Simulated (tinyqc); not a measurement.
Worked calculation: geometry optimisation on the UHF/sto-3g surface (energies and gradients from PySCF), for BH, spin multiplicity 3. Computed by tinyqc, a small Python program that keeps every step (integrals from PySCF). Settings: charge = 0, multiplicity = 3, basis = sto-3g, optimiser = bfgs, first Hessian = 0.3, largest step = 0.1, iteration cap = 30. Command: `OMP_NUM_THREADS=1 python tinyqc.py 23811 23812 out.jsonl` (the two numbers bound the seeds that draw the settings). One thread of a shared host (Intel(R) Xeon(R) Processor @ 2.60GHz), about 0.4 s of CPU time with the checks.

positions at the start (bohr):
```
          x        y        z
1B  0.00000  0.00000  0.00000
2H  0.00000  0.00000  2.34704
```

Stop when the largest gradient component is below 3e-5 hartree/bohr. The inverse Hessian follows the BFGS update with s = step, y = change of gradient.

Course of the optimisation:
```
step  E (hartree)  largest gradient (hartree/bohr)
1     -24.7470905                         5.00e-02
2     -24.7513593                         8.09e-03
3     -24.7514477                         1.71e-03
4     -24.7514517                         4.50e-05
5     -24.7514517                         2.42e-07
```

Can the last value be used, and what does the course show?

Yes. Converged in 5 steps.
